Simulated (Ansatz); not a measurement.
in.yaml

```yaml
crystal:
  periodic: [false, false, false]
  atoms:
    - {symbol: N, position_ang: [0.000000, 0.000000, 0.000000]}
    - {symbol: O, position_ang: [0.000000, 0.000000, 4.714000]}
basis:
  gaussian: {orbitals: 6-31G}
magnetization: {spin_polarized: false, initial_magnetization: 3}
correlation: {method: fic_mrcisd_q, electrons: outside_noble_gas, active_space: {window: {electrons: 11, orbitals: 8}, shells: [{species: "N", l: s, shell: 2}, {species: "N", l: p, shell: 2}, {species: O, l: s, shell: 2}, {species: O, l: p, shell: 2}]}}
```

```sh
$ ansatz run in.yaml --threads 1 --pin off --events-out ev --progress --plain --max-ram 2393MiB
```

Log:

```
303 factors; integrals over basis functions are off by at most 2.3e-8 eV
mean field evaluation 1: about -3497.8836 eV, gradient 3.5e1 eV
mean field evaluation 2: about -3497.8836 eV, gradient 3.5e1 eV
mean field evaluation 4: about -3443.0599 eV, gradient 8.5e1 eV
mean field evaluation 8: about -3510.8150 eV, gradient 1.0e0 eV
mean field evaluation 16: about -3510.8204 eV, gradient 1.2e-1 eV
mean field evaluation 32: about -3497.8836 eV, gradient 3.5e1 eV
mean field evaluation 64: about -3510.8192 eV, gradient 5.4e-7 eV
mean field evaluation 96: about -3510.8210 eV, gradient 1.2e-3 eV
mean field evaluation 128: about -3510.8160 eV, gradient 7.0e-1 eV
mean field evaluation 160: about -3510.8224 eV, gradient 2.3e-2 eV
mean field evaluation 192: about -3511.2992 eV, gradient 5.7e-4 eV
mean field evaluation 224: about -3510.8166 eV, gradient 3.3e-1 eV
mean field evaluation 256: about -3510.8224 eV, gradient 4.2e-3 eV
mean field evaluation 288: about -3510.8174 eV, gradient 4.6e-1 eV
mean field evaluation 320: about -3510.8146 eV, gradient 1.0e-3 eV
mean field -3511.29921692 eV, -129.0378661778 hartree, gradient 4.8e-6 eV, S^2 3.750000; 23 other end points of the search recorded, 0 dependent functions left out
reference -3511.29921692 eV, -129.0378661778 hartree; 9, 6 occupied and 9, 12 virtual orbitals, 303 factors
state -3514.63051784 eV, -129.1602892286 hartree
contracted CI cycle   1: correlation 0.00000000 eV, 0.0000000000 hartree, residual 1.44e1 eV
contracted CI cycle   2: correlation -2.53217400 eV, -0.0930556781 hartree, residual 1.36e0 eV
contracted CI cycle   3: correlation -2.55651198 eV, -0.0939500822 hartree, residual 2.65e-1 eV
contracted CI cycle   4: correlation -2.55762865 eV, -0.0939911191 hartree, residual 5.17e-2 eV
contracted CI cycle   5: correlation -2.55766746 eV, -0.0939925454 hartree, residual 5.18e-3 eV
contracted CI cycle   6: correlation -2.55766783 eV, -0.0939925592 hartree, residual 1.40e-3 eV
state -3514.63051784 eV, -129.1602892286 hartree; corrected -3517.27508910 eV, -129.2574754297 hartree
Total energy: -3517.27508910 eV, -129.2574754297 hartree
Checks for a lower state left out: starts, orbital_swaps
```

For the same geometry and basis full CI lies 2.4 meV lower. By full CI's occupations no single determinant describes the state well.

Ran on 1 thread of Arm Neoverse V2, shared host: 1.5 s wall, 0.18 GiB peak host memory.
